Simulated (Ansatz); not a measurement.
# AlBO (singlet): the correlation ladder, cc-pVDZ

How much of the correlation energy of AlBO (singlet) does each wave-function method recover here?

Computed with Ansatz 0.2.0, Gaussian basis. Level: cc-pVDZ, core rule «outside noble gas», up to 7 orbitals frozen.

Plan: UHF; CCSD(T) on RHF; CCSD(T) on UHF; BCCD(T) on RHF; CISD; CCSDT(Q) on RHF; CCSDT(Q) on UHF; CCSDTQ on RHF.

10 further runs of the same task are left out: 6 for a known fault of the program, 4 set aside as unsound or not needed.

## 1. What is computed

The geometry is a PBE0/def2-TZVP stationary point (not a proven minimum).

3 atoms, charge 0, spin multiplicity 1.

Atoms are counted from 1 here; the program's logs count them from 0.

Bond lengths: Al1–B2 2.246 Å, B2–O3 1.207 Å. Angles: Al1–B2–O3 180.0°.

As a file:

```xyz
3

Al    0.0000    0.0000    1.8999
B     0.0000    0.0000   -0.3465
O     0.0000    0.0000   -1.5534
```

## 2. UHF

in.yaml

```yaml
crystal:
  periodic: [false, false, false]
  atoms:
    - {symbol: Al, position_ang: [0.000000, 0.000000, 1.899900]}
    - {symbol: B, position_ang: [0.000000, 0.000000, -0.346500]}
    - {symbol: O, position_ang: [0.000000, 0.000000, -1.553400]}
basis:
  gaussian: {orbitals: cc-pVDZ}
magnetization: {spin_polarized: true, initial_magnetization: 0}
hamiltonian: {xc: hf}
output: {orbitals: {seedname: orbitals}}
```

On the command line:

```bash
> ansatz run in.yaml --threads 1 --pin off --events-out ev --progress --plain --max-ram 4096MiB --backend cpu
```

After this run come: CCSD(T) on RHF; CCSD(T) on UHF; BCCD(T) on RHF; CISD; CCSDT(Q) on RHF; CCSDT(Q) on UHF; CCSDTQ on RHF.

Q: Predict the results of all the runs planned. Wanted: RCCSDTQ below the RHF energy; RMP2 from RCCSDTQ; RCCSD from RCCSDTQ; RCCSD(T) from RCCSDTQ; RCCSDT(Q) from RCCSDTQ; T1 diagnostic.

As calculated:

| quantity | value |
| --- | --- |
| RCCSDTQ below the RHF energy | -9.1106 eV |
| RMP2 from RCCSDTQ | +904.8 meV |
| RCCSD from RCCSDTQ | +367.1 meV |
| RCCSD(T) from RCCSDTQ | +52.4 meV |
| RCCSDT(Q) from RCCSDTQ | -5.6 meV |
| levels within 1 kcal/mol (43 meV) | RCCSDT, RCCSDT(Q) |
| T1 diagnostic | 0.023 |

In words: RCCSD(T) misses by +52.4 meV, 0.6 % of the correlation energy. These misses are within one basis, not against nature.
